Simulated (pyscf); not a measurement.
Optimised with ωB97X-D3(BJ)/def2-SVP in PySCF.

### Question
H₃Si–Br + H• → •H₂Si–Br + H₂
Surface: doublet. Broken: H–Si. Formed: H–H. Give ΔE‡ and ΔE from ωB97M-D3(BJ)/def2-TZVP, relative to the separated reactants.

### Answer
ΔE‡ = 4.7 kcal/mol, ΔE = -12.3 kcal/mol. Zero-point energy shifts the barrier by -0.7 kcal/mol. It is a hydrogen abstraction, with an imaginary mode of 995i cm⁻¹. This is the saddle that the search found; another between the same sides may lie lower. The angle at the transferred H is 179°. Elements up to Kr have no core potential and no relativistic terms here.
